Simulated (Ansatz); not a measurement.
# BClH4: the cost of one run

All numbers below are computed with Ansatz 0.2.0 (RHF/def2-SVPD).

## (1) The system as given

Bond lengths: B1–H3 1.190 Å, B1–H4 1.190 Å, B1–Cl5 2.160 Å, Cl5–H6 1.527 Å. Angles: H3–B1–H4 120.0°, H3–B1–Cl5 97.0°, H4–B1–Cl5 101.2°, B1–Cl5–H6 58.2°.

As a file:

```xyz
6

B     0.0000    0.0000    0.0000
H     0.0000    0.0000    1.5400
H     1.0305    0.0000   -0.5950
H    -1.0305    0.0000   -0.5950
Cl    0.0903   -2.0478    0.6811
H     0.0386   -0.8759    1.6586
```

## (2) Pulling towards end A

Springs on the bonds that form and break draw the guess towards this end; the thresholds are loose.

input.yaml reads:

```yaml
crystal:
  periodic: [false, false, false]
  atoms:
    - { symbol: B, position_ang: [0.0, 0.0, 0.0] }
    - { symbol: H, position_ang: [0.0, 0.0, 1.54] }
    - { symbol: H, position_ang: [1.0305, 0.0, -0.595] }
    - { symbol: H, position_ang: [-1.0305, 0.0, -0.595] }
    - { symbol: Cl, position_ang: [0.0903, -2.0478, 0.6811] }
    - { symbol: H, position_ang: [0.0386, -0.8759, 1.6586] }
basis:
  gaussian: { orbitals: def2-SVPD }
hamiltonian:
  xc: hf
relax:
  f_tol: 0.15
  max_steps: 25
  restrain:
    - { distance: [0, 4], at: 3.06, k: 30.0 }
    - { distance: [5, 1], at: 1.86, k: 30.0 }
    - { distance: [0, 1], at: 1.19, k: 30.0 }
    - { distance: [5, 4], at: 1.37, k: 30.0 }
```

On the command line:

```sh
ansatz run input.yaml --threads 1 --pin off --max-ram 2048MiB --backend cpu --events-out ev --progress --plain --runs-dir out
```

What time and memory should one allow on 1 thread of Arm Neoverse V1, shared host?

About 7.8 s, with a peak of 0.12 GiB.
